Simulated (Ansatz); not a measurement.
Other spins and charges of SiH₄, triplet at one geometry

All five atoms lie in one plane.

Geometry (PBE0/def2-TZVP stationary point for this spin, not checked as a minimum):

| atom | x (Å) | y (Å) | z (Å) |
| --- | --- | --- | --- |
| Si | 0.0000 | 0.0000 | 0.0000 |
| H | -0.0115 | 1.0851 | 1.0776 |
| H | -0.0165 | -1.0776 | 1.0850 |
| H | 0.0165 | 1.0776 | -1.0850 |
| H | 0.0115 | -1.0851 | -1.0776 |

Basis cc-pVTZ; Ansatz 0.2.0. Only valence electrons are correlated (noble-gas cores frozen). R marks a restricted (for open shells ROHF) determinant, U an unrestricted one. Active spaces: valence = (8e, 8o) chosen from the atoms' valence shells.

Gaps are energies of the second state less the first, at fixed atoms, for a selection of the levels run; each method lands on the state that its own search finds for that charge and spin.

Removing an electron, to the quartet: 12.425 eV at UCCSDT(Q).

| level | gap (eV) | error (meV) |
| --- | --- | --- |
| RHF | 10.856 | -1569 |
| UHF | 10.998 | -1427 |
| RMP2 | 12.285 | -140 |
| UMP2 | 12.241 | -184 |
| RCCSD | 12.352 | -73 |
| UCCSD | 12.355 | -70 |
| RCCSD(T) | 12.419 | -6 |
| UCCSD(T) | 12.417 | -8 |
| BCCD(T) | 12.418 | -7 |
| RCCSDT | 12.422 | -3 |
| UCCSDT | 12.421 | -4 |
| RCCSDT(Q) | 12.425 | 0 |
| CASSCF (valence space) | 11.356 | -1069 |
| NEVPT2 (valence space) | 12.201 | -224 |
| MRCISD (valence space) | 12.331 | -94 |
| MRCISD+Q (valence space) | 12.439 | 14 |
| r2SCAN | 12.489 | 64 |
| PBE0 | 12.423 | -2 |
| B2PLYP | 12.425 | 0 |

Q: PBE gives 8.091 eV for removing an electron, to the doublet. Estimate what UCCSDT(Q) gives in cc-pVTZ.

A: UCCSDT(Q) in cc-pVTZ gives 7.925 eV, so against it PBE is off by 0.166 eV.

```json
{"level": "RHF", "gap (eV)": "7.166", "error (meV)": "-759"}
{"level": "UHF", "gap (eV)": "7.047", "error (meV)": "-878"}
{"level": "RMP2", "gap (eV)": "7.845", "error (meV)": "-80"}
{"level": "UMP2", "gap (eV)": "7.837", "error (meV)": "-88"}
{"level": "RCCSD", "gap (eV)": "7.837", "error (meV)": "-88"}
{"level": "UCCSD", "gap (eV)": "7.835", "error (meV)": "-90"}
{"level": "RCCSD(T)", "gap (eV)": "7.911", "error (meV)": "-14"}
{"level": "UCCSD(T)", "gap (eV)": "7.912", "error (meV)": "-13"}
{"level": "BCCD(T)", "gap (eV)": "7.911", "error (meV)": "-14"}
{"level": "RCCSDT", "gap (eV)": "7.920", "error (meV)": "-5"}
{"level": "UCCSDT", "gap (eV)": "7.921", "error (meV)": "-4"}
{"level": "RCCSDT(Q)", "gap (eV)": "7.925", "error (meV)": "0"}
{"level": "CASSCF (valence space)", "gap (eV)": "7.047", "error (meV)": "-878"}
{"level": "NEVPT2 (valence space)", "gap (eV)": "7.703", "error (meV)": "-222"}
{"level": "MRCISD (valence space)", "gap (eV)": "7.793", "error (meV)": "-132"}
{"level": "MRCISD+Q (valence space)", "gap (eV)": "7.895", "error (meV)": "-30"}
{"level": "r2SCAN", "gap (eV)": "8.170", "error (meV)": "245"}
{"level": "PBE0", "gap (eV)": "8.032", "error (meV)": "107"}
{"level": "B3LYP", "gap (eV)": "7.957", "error (meV)": "32"}
{"level": "wB97M-V", "gap (eV)": "7.817", "error (meV)": "-108"}
{"level": "B2PLYP", "gap (eV)": "7.831", "error (meV)": "-94"}
{"level": "RPA-PBE", "gap (eV)": "8.174", "error (meV)": "249"}
```

Quintet less triplet: 7.322 eV at UCCSDT(Q).

```tsv
level	gap (eV)	error (meV)
RHF	6.208	-1114
UHF	6.224	-1098
RMP2	7.295	-27
UMP2	7.262	-60
RCCSD	7.295	-27
UCCSD	7.295	-27
RCCSD(T)	7.326	4
UCCSD(T)	7.326	4
BCCD(T)	7.328	6
RCCSDT	7.321	-1
UCCSDT	7.321	-1
RCCSDT(Q)	7.323	1
CASSCF (valence space)	7.159	-163
NEVPT2 (valence space)	7.253	-69
MRCISD (valence space)	7.311	-11
MRCISD+Q (valence space)	7.319	-3
```

Singlet less triplet: -0.980 eV at UCCSDT(Q).

```json
{"level": "UHF", "gap (eV)": "-1.224", "error (meV)": "-244"}
{"level": "RMP2", "gap (eV)": "-1.020", "error (meV)": "-40"}
{"level": "UCCSD", "gap (eV)": "-1.086", "error (meV)": "-106"}
{"level": "BCCD(T)", "gap (eV)": "-0.999", "error (meV)": "-19"}
{"level": "CASSCF (valence space)", "gap (eV)": "-1.062", "error (meV)": "-82"}
{"level": "NEVPT2 (valence space)", "gap (eV)": "-1.006", "error (meV)": "-26"}
{"level": "MRCISD+Q (valence space)", "gap (eV)": "-1.025", "error (meV)": "-45"}
{"level": "PBE", "gap (eV)": "-0.374", "error (meV)": "606"}
{"level": "PBE0", "gap (eV)": "-0.586", "error (meV)": "394"}
{"level": "B3LYP", "gap (eV)": "-0.766", "error (meV)": "214"}
```

Full CI isn't at hand for all of this; UCCSDT(Q) serves as the reference, and is uncertain by about the last step of the cluster series. The frozen core follows each run's orbitals, which can shift R against U totals by a few meV.
